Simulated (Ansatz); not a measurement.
Start from `Cl[SiH2]Cl` and change one atom or group to get `P[SiH2]Cl`.

Ansatz, PBE0-D4/def2-TZVP geometries, multiplicity 1. Each molecule was computed in one conformer, which needn't be the lowest.

```tsv
property	`Cl[SiH2]Cl`
LUMO energy (PBE0/def2-TZVPP) / eV	0.05
HOMO–LUMO gap (ωB97M-V/def2-TZVPP) / eV	13.26
LUMO energy (B3LYP/def2-TZVPP) / eV	-0.17
HOMO–LUMO gap (PBE/def2-TZVPP) / eV	6.83
size of the dipole moment (PBE/def2-TZVPP) / D	1.04
LUMO energy (PBE/def2-TZVPP) / eV	-0.89
```

Q: Give the same properties after the change, and the shifts. (Estimate.)

A: The calculation gave: 
| property | `P[SiH2]Cl` | shift |
| --- | --- | --- |
| LUMO energy (PBE0/def2-TZVPP) / eV | -0.15 | -0.20 |
| HOMO–LUMO gap (ωB97M-V/def2-TZVPP) / eV | 11.68 | -1.58 |
| LUMO energy (B3LYP/def2-TZVPP) / eV | -0.33 | -0.16 |
| HOMO–LUMO gap (PBE/def2-TZVPP) / eV | 5.70 | -1.13 |
| size of the dipole moment (PBE/def2-TZVPP) / D | 1.50 | 0.46 |
| LUMO energy (PBE/def2-TZVPP) / eV | -1.05 | -0.16 |

With PBE0 the HOMO rises by 1.22 eV and the LUMO falls by 0.20 eV, so the gap narrows by about 1.42 eV. PBE moves the HOMO by 0.97 eV and ωB97M-V by 1.35 eV. The zero-point energy changes by 41.8 kJ/mol with +6 modes. Dipoles are sizes alone; their direction can turn.

B3LYP here is the variant with VWN-RPA as its local correlation; programs differ in this.
